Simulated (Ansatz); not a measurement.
**SiH3Cl (built from SMILES [SiH3]Cl): single points off equilibrium**

The task here is to estimate one member of a computed series from the others.

Computed with Ansatz 0.2.0, Gaussian basis. Level: single points in def2-TZVPP.

Cores are frozen in the correlated methods.

## The system as given

5 atoms, charge 0, spin multiplicity 1.

Atoms are counted from 1 here; the program's logs count them from 0.

Bond lengths: Si1–H4 1.442 Å, Si1–Cl5 2.043 Å. Angles: H4–Si1–Cl5 97.8°.

Coordinates:

```mol
ClH3Si
  3D, bonds by distance, orders not assigned

  5  2  0  0  0  0  0  0  0  0999 V2000
   -0.6400    0.0242    0.6344 Si  0  0
    0.4755   -0.6767   -0.7680 H   0  0
    0.5213   -1.3283   -0.0538 H   0  0
   -1.2187    0.5012   -0.5970 H   0  0
    0.8523    1.4095    0.7957 Cl  0  0
  1  4  8  0
  1  5  8  0
M  END
```

The first run:

run/in.yaml

```yaml
crystal:
  periodic: [false, false, false]
  atoms:
    - {symbol: Si, position_ang: [-0.640000, 0.024200, 0.634400]}
    - {symbol: H, position_ang: [0.475500, -0.676700, -0.768000]}
    - {symbol: H, position_ang: [0.521300, -1.328300, -0.053800]}
    - {symbol: H, position_ang: [-1.218700, 0.501200, -0.597000]}
    - {symbol: Cl, position_ang: [0.852300, 1.409500, 0.795700]}
basis:
  gaussian: {orbitals: def2-TZVPP}
correlation: {method: ccsd_t}
output: {forces: true}
```

The command line of these runs was not kept.

Among the steps run: CCSD(T)/def2-TZVPP; PBE0-D4/def2-TZVPP; wB97M-V/def2-TZVPP; r2SCAN-D4/def2-TZVPP; PBE-D4/def2-TZVPP; r2SCANh-D4/def2-TZVPP; wB97X-V/def2-TZVPP.

One of the session's tables, all rows but one given; the rest of the session is left out.

| method | RMS force component (eV/Å) | angle to CCSD(T) forces (°) | dipole (D) |
| --- | --- | --- | --- |
| CCSD(T) | 1.249 | reference | 1.80 |
| PBE0-D4 | 1.165 | 5.7 | 1.77 |
| wB97M-V | ? | ? | ? |
| r2SCAN-D4 | 1.150 | 7.7 | 1.71 |
| PBE-D4 | 1.133 | 11.7 | 1.63 |
| r2SCANh-D4 | 1.165 | 6.4 | 1.76 |
| wB97X-V | 1.251 | 2.3 | 1.87 |

**Question.** Estimate the row for wB97M-V.

The run gave: RMS force component (eV/Å): 1.248; angle to CCSD(T) forces (°): 1.1; dipole (D): 1.80. In the column «RMS force component (eV/Å)» it lies between r2SCANh-D4 (1.165) and CCSD(T) (1.249).
